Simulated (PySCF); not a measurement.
From results back to the method.

C₄H₆F₂.
Z-matrix (Å and degrees, PBE0-D3(BJ)/def2-SVP geometry), rows numbered from 1:
```
F 
C   1  1.3688
C   2  1.5043  1  109.83
F   3  1.3629  2  109.60  1  -179.87
C   3  1.4853  2  121.84  1   -36.78
C   3  1.4846  2  121.88  1    36.96
H   2  1.1036  1  109.23  3   120.57
H   2  1.1037  1  109.27  3  -120.56
H   5  1.0928  3  117.97  6  -108.05
H   5  1.0928  3  116.27  6   107.77
H   6  1.0929  3  117.98  5   108.11
H   6  1.0927  3  116.36  5  -107.80
```

The closed-shell ground state was solved 7 times with PySCF (density fitting, gas phase), always in the pcSseg-2 basis (300 functions), with these functionals: B3LYP, B97-2, BHandHLYP, HF, LDA, PBE0 and wB97X-D.

```
row  total energy (Eh)  HOMO (eV)  LUMO (eV)  dipole (D)
  P          -353.1178      -6.88      -0.03        0.28
  Q          -355.6488      -9.51       1.36        0.29
  R          -355.4471      -8.15       0.89        0.27
  S          -353.9289     -11.51       2.93        0.28
  T          -355.8316      -7.95       0.57        0.28
  U          -355.7177     -10.04       2.60        0.26
  V          -355.7092      -7.88       0.91        0.28
```

Which functional belongs to which row?

P = LDA, Q = BHandHLYP, R = PBE0, S = HF, T = B3LYP, U = wB97X-D, V = B97-2. By rising HOMO–LUMO gap: LDA (LDA) 6.85 eV; B3LYP (global hybrid, 20 % exact exchange) 8.52 eV; B97-2 (global hybrid, 21 % exact exchange) 8.79 eV; PBE0 (global hybrid, 25 % exact exchange) 9.04 eV; BHandHLYP (global hybrid, 50 % exact exchange) 10.87 eV; wB97X-D (range-separated hybrid) 12.64 eV; HF (all exact exchange) 14.44 eV. Total energies of different functionals aren't bounds to one another; each is stationary for its own functional.

One conformer stands for the species.

The pairwise dispersion term of wB97X-D wasn't added to the energies; at a given geometry it leaves orbitals and properties as they are.
